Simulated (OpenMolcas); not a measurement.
**SF2 (sulfur difluoride), step by step**

Aim: a single-point energy (HF/ANO-RCC-MB), then a single-point energy (CASSCF(2,2)/ANO-RCC-VDZP), then an energy scan (CASPT2(2,2)/ANO-RCC-VDZP), then an energy scan (SC-NEVPT2(2,2)/ANO-RCC-VDZP), then the energy along one coordinate (MC-PDFT[tPBE](2,2)/ANO-RCC-VDZP) of SF2 (sulfur difluoride). 

The results are computed with OpenMolcas 26.06.

### Step 1. Starting point

The species is SF2 (3 atoms), meant as a singlet with charge 0. SMILES: `FSF`. The coordinates come from a PBE0-D4/def2-TZVP relaxation.

Bond lengths: F1–S2 1.590 Å, S2–F3 1.590 Å. Angles: F1–S2–F3 98.6°.

### Step 2. A single-point energy at HF/ANO-RCC-MB (DKH2) (run 1)

The input, input.xyz:

```xyz
3

F      0.440140     1.116450     0.365400
S     -0.601990     0.126530    -0.315250
F      0.161840    -1.242970    -0.050150
```

The input, step1.inp:

```
* F2S Hartree-Fock

&GATEWAY
  Coord=input.xyz
  Basis=ANO-RCC-MB
  Group=NoSym

&SEWARD

&SCF
  PrOrbitals=0

&LOCALISATION
  Occupied
  Freeze
  Pipek-Mezey

&LOCALISATION
  FileOrb=$Project.LocOrb
  Virtual
  Pipek-Mezey
```

Started as:

```sh
$ export MOLCAS_MEM=1860
$ pymolcas step1.inp > step1.log
```

The program printed:

```text
--- Start Module: gateway ---
[...]
--- Stop Module: gateway /rc=_RC_ALL_IS_WELL_ ---
[...]
      Basis functions           19
[...]
       Convergence after   9 Iterations
[...]
::    Total SCF energy                               -597.4548116234
[...]
      Total spin, S                                     0.0000000000
[...]
      Total electronic charge=   34.000000
      Total            charge=   -0.000000
[...]
      Dipole Moment (debye):
      Origin of the operator (angstrom)=   -0.1116    0.0235   -0.0585
                   X= -1.3808E+00               Y=  2.9021E-01               Z= -7.2309E-01           Total=  1.5855E+00
      Quadrupole Moment (debye*angstrom):
[...]
--- Start Module: localisation ---
[...]
--- Stop Module: localisation /rc=_RC_ALL_IS_WELL_ ---
--- Start Module: localisation ---
[...]
--- Stop Module: localisation /rc=_RC_ALL_IS_WELL_ ---
[...]
```

Wall time 1.6 s (1 thread of Intel Xeon 6975P-C (Granite Rapids), shared host); peak memory 0.37 GiB.

### Step 3. The energy at CASSCF(2,2)/ANO-RCC-VDZP (DKH2) (run 2)

input.xyz is that of step 2.

The input, step2.input:

```
&GATEWAY
 Coord = input.xyz
 Basis = ANO-RCC-MB
 Group = NoSym

&SEWARD

&RASSCF
 FileOrb = $CurrDir/step1.LocOrb
 Alter = 1
 1 16 17
 Spin = 1
 Nactel = 2 0 0
 Inactive = 16
 Ras2 = 2
 OrbListing = Nothing
>>> COPY $Project.RunFile RUNFIL1
>>> COPY $Project.RasOrb INPORB

&GATEWAY
 Coord = input.xyz
 Basis = ANO-RCC-VDZP
 Group = NoSym

&SEWARD
>>> COPY $Project.RunFile RUNFIL2

&EXPBAS

&RASSCF
 FileOrb = $Project.ExpOrb
 Spin = 1
 Nactel = 2 0 0
 Inactive = 16
 Ras2 = 2
 OrbListing = Nothing
 OrbAppear = Compact
```

Started as:

```sh
$ export MOLCAS_MEM=1860
$ pymolcas step2.input > step2.log
```

The program printed:

```text
--- Start Module: gateway ---
[...]
      Basis functions           19
[...]
      Number of active orbitals                  2
[...]
      Spin quantum number                      0.0
[...]
      Active orbitals                            2
[...]
      Number of CSFs                             3
[...]
      Number of root(s) required                 1
[...]
      Convergence after 13 iterations
[...]
      printout of CI-coefficients larger than  0.05 for root  1
      energy=    -597.479871
      conf/sym  11     Coeff  Weight
             1  20   0.98830 0.97674
             3  02  -0.15251 0.02326
      Natural orbitals and occupation numbers for root  1
      sym 1:   1.953479   0.046521
      ************************************************************************************************************************
      *                                                    Final results                                                     *
[...]
::    RASSCF root number  1 Total energy:   -597.47987105
[...]
      Basis functions           46
[...]
      Convergence after 18 iterations
[...]
      Natural orbitals and occupation numbers for root  1
      sym 1:   1.971716   0.028284
      ************************************************************************************************************************
      *                                                    Final results                                                     *
[...]
::    RASSCF root number  1 Total energy:   -597.70407859
[...]
      Total electronic charge=   34.000000
      Total            charge=   -0.000000
[...]
      Dipole Moment (debye):
      Origin of the operator (angstrom)=   -0.1116    0.0235   -0.0585
                   X= -1.3157E+00               Y=  4.6752E-01               Z= -6.6768E-01           Total=  1.5477E+00
      Quadrupole Moment (debye*angstrom):
[...]
```

It took 4.2 s on 1 thread of Intel Xeon 6975P-C (Granite Rapids), shared host; peak memory 0.38 GiB.

### Step 4. An energy scan at CASPT2(2,2)/ANO-RCC-VDZP (DKH2, ipea shift 0.25 Eh, pt2 variant SS) (run 3)

The input, step3.inp:

```
>>> COPY $CurrDir/step2.RasOrb $Project.RasOrb
>>> ForEach K in (1, 2, 3, 4, 5, 6, 7, 8, 9)
&GATEWAY
Coord
$CurrDir/point$K.xyz
Basis
ANO-RCC-VDZP
Group
NoSym
&SEWARD
&RASSCF
FileOrb
$Project.RasOrb
Spin
1
Nactel
2 0 0
Inactive
16
Ras2
2
OrbListing
Nothing
OrbAppear
Compact
&CASPT2
Imaginary
0.2
Frozen
7
>>> EndDo
```

Started as:

```sh
$ export MOLCAS_MEM=1860
$ pymolcas step3.inp > step3.log
```

The program printed:

```text
[...]
      Basis functions           46
[...]
      Number of active orbitals                  2
[...]
      Spin quantum number                      0.0
[...]
      Active orbitals                            2
[...]
      Number of CSFs                             3
[...]
      Number of root(s) required                 1
[...]
      Convergence after 18 iterations
[...]
      printout of CI-coefficients larger than  0.05 for root  1
      energy=    -597.674365
      conf/sym  11     Coeff  Weight
             1  20   0.99637 0.99276
             3  02  -0.08512 0.00724
      Natural orbitals and occupation numbers for root  1
      sym 1:   1.985511   0.014489
      ************************************************************************************************************************
      *                                                    Final results                                                     *
[...]
::    RASSCF root number  1 Total energy:   -597.67436484
[...]
::    CASPT2 Root  1     Total energy:   -598.15512863
[...]
      Convergence after 16 iterations
[...]
      Natural orbitals and occupation numbers for root  1
      sym 1:   1.971758   0.028242
      ************************************************************************************************************************
      *                                                    Final results                                                     *
[...]
      Convergence after 20 iterations
[...]
      Convergence after 11 iterations
[...]
      Convergence after 11 iterations
[...]
::    RASSCF root number  1 Total energy:   -597.61801580
[...]
::    CASPT2 Root  1     Total energy:   -598.06924847
[...]
      Convergence after  7 iterations
[...]
::    RASSCF root number  1 Total energy:   -597.61796126
[...]
      Reference weight:           0.88097
[...]
::    CASPT2 Root  1     Total energy:   -598.06827300
[...]
```

Wall time 22 s (1 thread of Intel Xeon 6975P-C (Granite Rapids), shared host); peak memory 0.38 GiB.

The scan, from its lowest point:

| S2–F1 (Å) | energy (kJ/mol) |
| --- | --- |
| 1.431 | 84.1 |
| 1.590 | 0.0 |
| 1.749 | 9.1 |
| 1.988 | 82.8 |
| 2.306 | 189.0 |
| 2.704 | 268.4 |
| 3.181 | 300.2 |
| 3.817 | 309.6 |
| 4.771 | 312.2 |

### Step 5. The energy along one coordinate at SC-NEVPT2(2,2)/ANO-RCC-VDZP (DKH2, pt2 variant SC-NEVPT2) (run 4)

The input, step4.input:

```
* F2S NEVPT2
>>> EXPORT MOLCAS_PRINT=2
>>> COPY $CurrDir/step2.RasOrb $Project.RasOrb
>>> ForEach K in (1, 2, 3, 4, 5, 6, 7, 8, 9)
&GATEWAY
Coord
$CurrDir/point$K.xyz
Basis
ANO-RCC-VDZP
Group
NoSym
&SEWARD
&RASSCF
FileOrb
$Project.RasOrb
Spin
1
Nactel
2 0 0
Inactive
16
Ras2
2
OrbListing
Nothing
OrbAppear
Compact
&CASPT2
SC-NEVPT2
Frozen
7
>>> EndDo
```

Started as:

```sh
$ export MOLCAS_MEM=1860
$ pymolcas step4.input > step4.log
```

The program printed:

```text
--- Start Module: gateway ---
[...]
      Basis functions           46
[...]
      Number of active orbitals                  2
[...]
      Spin quantum number                      0.0
[...]
      Active orbitals                            2
[...]
      Number of CSFs                             3
[...]
      Number of root(s) required                 1
[...]
      Convergence after 18 iterations
[...]
      printout of CI-coefficients larger than  0.05 for root  1
      energy=    -597.674365
      conf/sym  11     Coeff  Weight
             1  20   0.99637 0.99276
             3  02  -0.08512 0.00724
      Natural orbitals and occupation numbers for root  1
      sym 1:   1.985511   0.014489
      ************************************************************************************************************************
      *                                                    Final results                                                     *
[...]
::    RASSCF root number  1 Total energy:   -597.67436484
[...]
::    SC-NEVPT2 Root  1     Total energy:   -598.14960484
[...]
      Convergence after 16 iterations
[...]
      Natural orbitals and occupation numbers for root  1
      sym 1:   1.971758   0.028242
      ************************************************************************************************************************
      *                                                    Final results                                                     *
[...]
      Convergence after 20 iterations
[...]
      Convergence after 11 iterations
[...]
      Convergence after 11 iterations
[...]
::    RASSCF root number  1 Total energy:   -597.61801580
[...]
::    SC-NEVPT2 Root  1     Total energy:   -598.06471839
[...]
      Convergence after  7 iterations
[...]
::    RASSCF root number  1 Total energy:   -597.61796126
[...]
::    SC-NEVPT2 Root  1     Total energy:   -598.06385490
[...]
```

It took 22 s on 1 thread of Intel Xeon 6975P-C (Granite Rapids), shared host; peak memory 0.38 GiB.

The scan, from its lowest point:

| S2–F1 (Å) | energy (kJ/mol) |
| --- | --- |
| 1.431 | 93.6 |
| 1.590 | 0.0 |
| 1.749 | 4.4 |
| 1.988 | 80.1 |
| 2.306 | 195.2 |
| 2.704 | 277.7 |
| 3.181 | 308.2 |
| 3.817 | 316.4 |
| 4.771 | 318.7 |

### Step 6. An energy scan at MC-PDFT[tPBE](2,2)/ANO-RCC-VDZP (DKH2) (run 5)

The input, step5.inp:

```
>>> EXPORT MOLCAS_PRINT=2
>>> COPY $CurrDir/step2.RasOrb $Project.RasOrb
>>> ForEach K in (1, 2, 3, 4, 5, 6, 7, 8, 9)

&GATEWAY
 COORD
 $CurrDir/point$K.xyz
 BASIS
 ANO-RCC-VDZP
 GROUP
 NoSym

&SEWARD

&RASSCF
 FILEORB
 $Project.RasOrb
 SPIN
 1
 NACTEL
 2 0 0
 INACTIVE
 16
 RAS2
 2
 ORBLISTING
 Nothing
 ORBAPPEAR
 Compact

&MCPDFT
 KSDFT
 T:PBE
>>> EndDo
```

Started as:

```sh
$ export MOLCAS_MEM=1860
$ pymolcas step5.inp > step5.log
```

The program printed:

```text
--- Start Module: gateway ---
[...]
      Basis functions           46
[...]
      Number of active orbitals                  2
[...]
      Spin quantum number                      0.0
[...]
      Active orbitals                            2
[...]
      Number of CSFs                             3
[...]
      Number of root(s) required                 1
[...]
      Convergence after 18 iterations
[...]
      printout of CI-coefficients larger than  0.05 for root  1
      energy=    -597.674365
      conf/sym  11     Coeff  Weight
             1  20   0.99637 0.99276
             3  02  -0.08512 0.00724
      Natural orbitals and occupation numbers for root  1
      sym 1:   1.985511   0.014489
      ************************************************************************************************************************
      *                                                    Final results                                                     *
[...]
::    RASSCF root number  1 Total energy:   -597.67436484
[...]
::    MCPDFT root number  1 Total energy:   -598.77465720
[...]
      Convergence after 16 iterations
[...]
      Natural orbitals and occupation numbers for root  1
      sym 1:   1.971758   0.028242
      ************************************************************************************************************************
      *                                                    Final results                                                     *
[...]
      Convergence after 20 iterations
[...]
      Convergence after 11 iterations
[...]
      Convergence after 11 iterations
[...]
::    RASSCF root number  1 Total energy:   -597.61801580
[...]
::    MCPDFT root number  1 Total energy:   -598.66544083
[...]
      Convergence after  7 iterations
[...]
::    RASSCF root number  1 Total energy:   -597.61796126
[...]
::    MCPDFT root number  1 Total energy:   -598.66505836
[...]
```

It took 24 s on 1 thread of Intel Xeon 6975P-C (Granite Rapids), shared host; peak memory 0.38 GiB.

The scan, from its lowest point:

| S2–F1 (Å) | energy (kJ/mol) |
| --- | --- |
| 1.431 | 80.9 |
| 1.590 | 0.0 |
| 1.749 | 12.0 |
| 1.988 | 92.4 |
| 2.306 | 218.0 |
| 2.704 | 319.4 |
| 3.181 | 358.6 |
| 3.817 | 367.7 |
| 4.771 | 368.7 |

### Step 7. Outcome

| quantity | value |
| --- | --- |
| run 1, HF/ANO-RCC-MB: total energy | -597.45481 Eh |
| run 1, HF/ANO-RCC-MB: dipole moment | 1.59 D |
| run 1, HF/ANO-RCC-MB: HOMO energy | -12.13 eV |
| run 1, HF/ANO-RCC-MB: LUMO energy | 3.45 eV |
| run 1, HF/ANO-RCC-MB: HOMO–LUMO gap | 15.58 eV |
| run 2, CASSCF(2,2)/ANO-RCC-VDZP: total energy | -597.70408 Eh |
| run 2, CASSCF(2,2)/ANO-RCC-VDZP: dipole moment (CASSCF density) | 1.55 D |
| run 3, CASPT2(2,2)/ANO-RCC-VDZP: lowest energy of the scan | -598.18717 Eh |
| run 4, SC-NEVPT2(2,2)/ANO-RCC-VDZP: lowest energy of the scan | -598.18524 Eh |
| run 5, MC-PDFT[tPBE](2,2)/ANO-RCC-VDZP: lowest energy of the scan | -598.80548 Eh |

What this shows: Mulliken charges (run 2, CASSCF(2,2)/ANO-RCC-VDZP) run from -0.32 on F3 to +0.59 on S2.
